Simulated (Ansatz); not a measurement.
`FB[SiH3]`. The species carries charge 0 and has multiplicity 1.

```
atom   x (Å)   y (Å)   z (Å)
  F1  -1.209   1.710  -0.639
  B2  -1.075   0.508  -0.107
 Si3   0.756  -0.362   0.071
  H4  -2.089  -0.023   0.262
  H5   0.719  -1.704  -0.575
  H6   1.042  -0.568   1.519
  H7   1.856   0.438  -0.530
```

Q: List the harmonic frequencies (cm⁻¹, unscaled) at PBE0-D4/def2-TZVP in Ansatz. (Estimate.)

A: Ansatz gave: 55, 239, 428, 493, 674, 818, 881, 931, 941, 1109, 1322, 2208, 2213, 2231, 2574.

Q: Is this a minimum?

A: Yes, all 15 modes are real.

Q: Give the ideal-gas thermochemistry at 298.15 K and 1 bar (rigid rotor, harmonic oscillator; point group C1, symmetry number 1).

A: Zero-point energy 102.4 kJ/mol; H(298) − E = 118.1 kJ/mol; entropy 297.3 J/(mol·K), of which translation 160.3, rotation 99.3, vibration 37.6; G(298) − E = 29.5 kJ/mol. Modes under 100 cm⁻¹ are hindered rotations or soft bends, so the harmonic entropy is rough.

Q: Rotational constants (cm⁻¹)?

A: 1.197, 0.1451, 0.1354.
